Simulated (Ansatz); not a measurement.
# Difluoromethane (CH₂F₂): basis-set convergence

One table from this session's results is given with a row withheld; the runs are named, their logs left out.

Program: Ansatz 0.2.0, Gaussian basis. Level of theory: one geometry, several basis sets. These are calculated values, not measurements.

Plan: PBE0-D4/def2-SVP; ωB97M-V/def2-SVP; PBE0-D4/def2-QZVPP; ωB97M-V/def2-QZVPP; CCSD(T)/cc-pV(D+d)Z; CCSD(T)/cc-pV(T+d)Z; CCSD(T)/cc-pV(Q+d)Z; the functionals' def2-TZVPP values are taken from earlier runs.

## Structure used throughout

An earlier PBE0-D4 in a triple-zeta def2 set relaxation fixed the geometry.

5 atoms, charge 0, spin multiplicity 1.

Atoms are counted from 1 here; the program's logs count them from 0.

Bond lengths: F1–C2 1.351 Å, C2–F3 1.351 Å, C2–H4 1.093 Å, C2–H5 1.093 Å. Angles: F1–C2–F3 108.6°, F1–C2–H4 108.8°, F1–C2–H5 108.8°, F3–C2–H4 108.8°, F3–C2–H5 108.8°, H4–C2–H5 113.0°.

The first run:

The input, in.yaml:

```yaml
crystal:
  periodic: [false, false, false]
  atoms:
    - {symbol: F, position_ang: [-1.073303, 0.191197, 0.698297]}
    - {symbol: C, position_ang: [0.010119, -0.016869, -0.082285]}
    - {symbol: F, position_ang: [1.090498, -0.179152, 0.713245]}
    - {symbol: H, position_ang: [-0.142677, -0.932938, -0.659525]}
    - {symbol: H, position_ang: [0.165262, 0.864163, -0.711132]}
basis:
  gaussian: {orbitals: def2-SVP}
hamiltonian: {xc: pbe0, dispersion: d4}
output: {orbitals: {seedname: orbitals}}
```

Started as:

```
> ansatz run in.yaml --threads 2 --pin off --events-out ev --progress --plain --max-ram 32768MiB --backend cpu
```

Steps of the session up to this table: PBE0-D4 in def2-SVP; ωB97M-V in def2-SVP; PBE0-D4 in def2-QZVPP; ωB97M-V in def2-QZVPP.

One table of the session follows, with a row left open; its other results are not shown here.

| functional | basis | HOMO (eV) | LUMO (eV) |
| --- | --- | --- | --- |
| PBE0-D4 | def2-SVP | -9.65 | 2.31 |
| PBE0-D4 | def2-TZVPP | ? | ? |
| PBE0-D4 | def2-QZVPP | -9.94 | 1.03 |
| ωB97M-V | def2-SVP | -12.10 | 3.99 |
| ωB97M-V | def2-TZVPP | -12.34 | 3.26 |
| ωB97M-V | def2-QZVPP | -12.40 | 2.12 |

Q: Estimate the row for PBE0-D4, def2-TZVPP from the others.

The run gave: HOMO (eV): -9.88; LUMO (eV): 1.77. In the column «HOMO (eV)» it lies between PBE0-D4, def2-QZVPP (-9.94) and PBE0-D4, def2-SVP (-9.65).
